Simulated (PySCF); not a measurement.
Constitutional and geometric isomers with formula C3H3N. Isolated molecules, 0 K electronic values unless said otherwise. Strings in code marks are SMILES.

All values below come from TPSSh-D3(BJ)/def2-TZVP // PBE0-D3(BJ)/def2-TZVP (PySCF 2.14.0). Excitations are Tamm–Dancoff values on a coarser integration grid. The basis has no diffuse functions, so Rydberg states are missing or too high.

| species | brightest of the four lowest singlets (TDA) (eV) | S1–T1 gap (TDA) (eV) |
|---|---|---|
| `C#CN=C` | ? | 0.47 |
| `C=C=C=N` | 5.91 | 0.49 |
| `C=CC#N` | 6.60 | 2.38 |
| `N=c1cc1` | – | 0.43 |

Some entries are withheld; supply them.


- `C#CN=C`, brightest of the four lowest singlets (TDA) (eV): 5.47
